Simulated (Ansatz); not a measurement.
**Energy profile**

The step: BH₃O ([BH2][OH]) + H₂S → BH₃S ([BH2][SH]) + H₂O (still joined by a long B–O bond); bonds formed: B1–S6, O2–H5; bonds broken: H5–S6; bonds weakened to dative contacts: B1–O2 (atoms numbered as in the saddle structure below).

B1  (-0.518, -0.233, -0.437)
O2  (0.731, 0.566, -0.789)
H3  (-0.464, -1.377, -0.783)
H4  (-1.541, 0.374, -0.608)
H5  (0.759, 0.586, 0.558)
S6  (-0.146, -0.134, 1.579)
H7  (0.507, 1.416, -1.179)
H8  (0.671, -1.197, 1.658)
(Å)

Electronic energies by CCSD(T) at an estimated basis limit (MP2 extrapolated from triple and quadruple zeta, plus CCSD(T) − MP2 in triple zeta), on PBE0-D4/def2-TZVP structures; BH5SO, closed shell; no counterpoise correction. Ansatz 0.2.0; basis: def2-TZVPP and def2-QZVPP; cores frozen in the correlated methods. Extrapolation: Hartree–Fock as exp(−7.88 √X), correlation as X^−2.97.

**Question.** Give the profile in kcal/mol, counted from the separated reactants. (Judge from chemistry; the value comes from the calculation.)

**Answer.** The calculation gives:
| point | kcal/mol |
| --- | --- |
| separated: BH3O (linked as [BH2][OH]; B1, O2, H3, H4, H7; singlet) + H2S (H5, S6, H8; singlet) | 0.00 |
| start structure | -1.65 |
| saddle | 21.17 |
| end structure | 4.48 |
| separated: BH3S (linked as [BH2][SH]; B1, H3, H4, S6, H8; singlet) + H2O (O2, H5, H7; singlet) | 9.75 |

No T1 diagnostic of these runs exceeds 0.015.

For scale, one of the runs: CCSD(T)/def2-TZVPP, 174 basis functions, launched by `ansatz run in.yaml --threads 2 --pin off --events-out ev --progress --plain --max-ram 4352MiB`. The run took 13 s on 2 CPU threads of an Intel Xeon 6975P-C (shared host), with 1.7 GiB of host memory at its peak.
